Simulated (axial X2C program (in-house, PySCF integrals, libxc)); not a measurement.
# SiH: properties at the nuclei

Wanted for SiH: properties at the nuclei, at the two-component level.

Computed with an in-house X2C program for linear molecules on PySCF integrals. Level: two-component X2C with atomic mean-field terms, Si dyall-av3z, H dyall-av3z.

All values are calculated.

### 1 Input

task.json reads:

```json
{
 "zs": [
  14,
  1
 ],
 "q": 0,
 "bas": [
  "dyall-av3z",
  "dyall-av3z"
 ],
 "r0": 1.48,
 "levels": [
  "PBE0",
  "HF",
  "B3LYP"
 ],
 "nst": 1,
 "ff": 1,
 "thr": -3.5,
 "nmax": 130,
 "opt": {
  "ecut": 60
 }
}
```

Keys: zs atomic numbers; q charge; bas basis sets; r0 starting distance in Å; levels methods (HF also brings MP2); nst determinants followed; ff finite-field run; thr threshold in hartree for freezing inner shells (an s shell follows its p shell); nmax most natural virtual spinors; ecut virtual cutoff in hartree.

Started as:

```console
$ python soeom.py task.json out
```

Further steps of the session: Expectation values, lowest determinant; Finite-field coupled cluster.

Q: Predict the outcome of this session. Wanted: lowest determinant; Eeff magnitude; Ws magnitude Si; A∥/gI Si; qzz Si (for each run or level that gives them).

The runs gave:

| quantity | value |
| --- | --- |
| lowest determinant | Ω = 1/2 (excess of +ω over −ω: ω = 1/2) |
| Eeff magnitude (GV/cm), PBE0 | 0.0143 |
| Ws magnitude Si (kHz), PBE0 | 0.0112 |
| A∥/gI Si (MHz), PBE0 | 579 |
| qzz Si (a.u.), PBE0 | -1.48 |
| Eeff magnitude (GV/cm), CCSD(T) | 0.00577 |
| Ws magnitude Si (kHz), CCSD(T) | 0.00442 |
| A∥/gI Si (MHz), CCSD(T) | 449 |
| qzz Si (a.u.), CCSD(T) | -1.35 |

In the first state, the effective field runs from 0.0101 to 0.0242 GV/cm over the mean-field levels, so the levels don't agree on it. The expectation values come from single determinants, which for open shells can mix terms of unlike spin or miss the lowest Ω, so a determinant need not be a state. Eeff is the effective electric field on the electron dipole moment in this Ω state and Ws the scalar–pseudoscalar constant (defined with the proton number Z and per Ω); A∥ is the parallel hyperfine constant, which follows by multiplying with the nuclear g factor gI = μI/(I μN); qzz is the electric field gradient, eQq0 = 234.96 MHz × Q/barn × qzz; μ is positive if H is the positive end. The operators were transformed with the bare-nucleus X2C matrices. Correlation of the inner shells is missing, which matters for properties at the nucleus.
